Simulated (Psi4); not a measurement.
# An input for triplet C2HClF2

The species is C2HClF2 (6 atoms), meant as a triplet with charge 0. SMILES of the parent species: `FC(F)=CCl`. The shape is that of a PBE0-D4/def2-TZVP optimisation. That shape belongs to the parent species and isn't relaxed for this state.

```jsonl
{"atom": "F", "x (Å)": "0.9010", "y (Å)": "-0.8104", "z (Å)": "1.3420"}
{"atom": "C", "x (Å)": "0.2676", "y (Å)": "-0.5622", "z (Å)": "0.2204"}
{"atom": "F", "x (Å)": "0.1925", "y (Å)": "-1.6326", "z (Å)": "-0.5227"}
{"atom": "C", "x (Å)": "-0.2184", "y (Å)": "0.6268", "z (Å)": "-0.0866"}
{"atom": "Cl", "x (Å)": "-1.0390", "y (Å)": "0.9264", "z (Å)": "-1.5521"}
{"atom": "H", "x (Å)": "-0.1038", "y (Å)": "1.4520", "z (Å)": "0.5990"}
```

Settings wanted:

```json
{"task": "gradient", "method": "HF", "dispersion": "none", "basis set": "STO-3G", "reference": "UHF", "relativity": "none", "solvent model": "none", "integrals": "pk", "integral approximation": "none", "frozen core orbitals": "0", "symmetry": "c1", "properties": "(mulliken, lowdin, dipole)", "threads": "1", "SCF convergence threshold": "1e-09", "density convergence threshold": "1e-08", "iteration cap": "100"}
```

Task: Write the Psi4 1.11 input and the command.

Result: This one ran through:

input.in:
```
memory 2200 MB

molecule m {
  0 3
  F
  C 1 1.311824
  F 2 1.305237 1 111.06578
  C 2 1.320627 3 125.79167 1 179.99934
  Cl 4 1.706194 2 122.32738 3 2e-05
  H 4 1.078919 2 120.12414 3 179.9992
  units angstrom
  symmetry c1
}

set globals {
  basis         STO-3G
  reference     uhf
  puream        true
  e_convergence 1e-09
  d_convergence 1e-08
  scf_type      pk
  maxiter       100
}

energy_value, wavefunction = gradient("hf", return_wfn=True)
oeprop(wavefunction, "MULLIKEN_CHARGES", "LOWDIN_CHARGES", "DIPOLE")
```

```bash
$ psi4 input.in input.out -n 1
```

Calculated total energy: -725.85217 Eh, largest force 14.567 eV/Å. The shape isn't stationary at this level (largest force 14.6 eV/Å).
